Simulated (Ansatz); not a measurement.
# BH₂O₂ radical (SMILES O[B]O): one structure at several levels

One table from this session's results is given with a row withheld; the runs are named, their logs left out.

The runs use Ansatz 0.2.0, Gaussian basis; single points in def2-TZVPP.

Cores are frozen in the correlated methods. Orbitals are unrestricted.

### The system as given

SMILES `O[B]O`, 5 atoms, charge 0, spin multiplicity 2.

Atoms are counted from 1 here; the program's logs count them from 0.

Bond lengths: O1–B2 1.201 Å, O1–H4 0.808 Å, B2–O3 1.366 Å, O3–H5 0.981 Å. Angles: B2–O1–H4 129.7°, O1–B2–O3 123.3°, B2–O3–H5 116.6°.

Geometry (Å):

```xyz
5

O    -1.0343    0.0111   -0.3024
B    -0.4160   -0.0006    0.7273
O     0.9486    0.0190    0.7819
H    -0.7819   -0.1279   -1.0577
H     1.4236   -0.0340   -0.0749
```

The first run:

run/in.yaml reads:

```yaml
crystal:
  periodic: [false, false, false]
  atoms:
    - {symbol: O, position_ang: [-1.034300, 0.011100, -0.302400]}
    - {symbol: B, position_ang: [-0.416000, -0.000600, 0.727300]}
    - {symbol: O, position_ang: [0.948600, 0.019000, 0.781900]}
    - {symbol: H, position_ang: [-0.781900, -0.127900, -1.057700]}
    - {symbol: H, position_ang: [1.423600, -0.034000, -0.074900]}
basis:
  gaussian: {orbitals: def2-TZVPP}
magnetization: {spin_polarized: true, initial_magnetization: 1}
correlation: {method: ccsd_t}
scf: {omitted_lower_state_checks: [cluster_reference]}
output: {forces: true}
```

No record of the launch command was kept for these runs.

Among the steps run: CCSD(T)/def2-TZVPP; PBE0-D4/def2-TZVPP; wB97M-V/def2-TZVPP; r2SCAN-D4/def2-TZVPP; PBE-D4/def2-TZVPP; BLYP-D4/def2-TZVPP; CAM-B3LYP-D4/def2-TZVPP.

One of the session's tables, all rows but one given; the rest of the session is left out.

| method | RMS force component (eV/Å) | angle to CCSD(T) forces (°) | dipole (D) |
| --- | --- | --- | --- |
| CCSD(T) | 5.206 | reference | 3.33 |
| PBE0-D4 | 5.154 | 2.6 | 3.31 |
| wB97M-V | 5.164 | 2.2 | 3.34 |
| r2SCAN-D4 | 5.166 | 2.0 | 3.30 |
| PBE-D4 | 5.325 | 3.6 | 3.23 |
| BLYP-D4 | ? | ? | ? |
| CAM-B3LYP-D4 | 5.149 | 3.1 | 3.34 |

**Question.** Estimate the row for BLYP-D4.

The run gave: RMS force component (eV/Å): 5.318; angle to CCSD(T) forces (°): 3.8; dipole (D): 3.17. In the column «RMS force component (eV/Å)» it lies between CCSD(T) (5.206) and PBE-D4 (5.325).
